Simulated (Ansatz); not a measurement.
# Two structures, one formula

Two relaxed structures of LiAlNH2, doublet (PBE0-D4/def2-TZVP; forces vanish, vibrations not checked).

A:

```
5
angstrom
Li -1.7551 -0.6531 0.9524
N -0.1516 -0.9190 -0.0575
Al 0.2909 0.9753 0.2323
H -0.2022 -1.1644 -1.0454
H 0.5533 -1.5449 0.3309
```

B:

Li1  (-1.680, -0.730, 1.030)
N2  (-0.302, -0.682, -0.069)
Al3  (0.300, 0.937, 0.189)
H4  (0.155, -1.302, -0.728)
H5  (1.527, 1.777, -0.422)
(Å)

Program: Ansatz 0.2.0. Basis: def2-TZVPP. Cores are frozen in the correlated methods; orbitals are unrestricted. The outer core shell of Li, Na, Mg and K is correlated. B3LYP uses VWN-RPA correlation.

Problem. Which structure is lower at CCSD(T), and by how much? (To be estimated.)

Solution. Computed: A, by 0.168 eV (electronic energy, against the other). By their contacts, A is LiAlNH₂ ([Li]1[NH2][Al]1) and B is LiAlNH₂ ([Li]1[NH][AlH]1).

Problem. Do the other methods give the same order? (Judge from chemistry; the calculation decides.)

Solution. The calculation gives: Not all: MP2 gives the other order.

```json
{"method": "PBE-D4", "E(B) − E(A) (eV)": "0.228"}
{"method": "r2SCAN-D4", "E(B) − E(A) (eV)": "0.036"}
{"method": "PBE0-D4", "E(B) − E(A) (eV)": "0.254"}
{"method": "B3LYP-D4", "E(B) − E(A) (eV)": "0.193"}
{"method": "wB97M-V", "E(B) − E(A) (eV)": "0.186"}
{"method": "HF", "E(B) − E(A) (eV)": "0.259"}
{"method": "MP2", "E(B) − E(A) (eV)": "-0.032"}
{"method": "CCSD", "E(B) − E(A) (eV)": "0.210"}
{"method": "CCSD(T)", "E(B) − E(A) (eV)": "0.168"}
```

The T1 diagnostic stays at or below 0.024. ⟨S²⟩ of the unrestricted Hartree–Fock references: 0.76 to 0.81 (a pure state has 0.75). The unrestricted reference is spin-contaminated, which hurts MP2 most.

Labels in which every atom is bracketed show which atoms are joined, not bond orders.

For scale, one of the runs: CCSD(T)/def2-TZVPP, 120 basis functions, launched by `ansatz run in.yaml --threads 2 --pin off --events-out ev --progress --plain --max-ram 4352MiB`. Time: 17 s of wall clock on 2 CPU threads of an Intel Xeon Platinum 8559C; the host was shared. Peak host memory: 1.1 GiB.
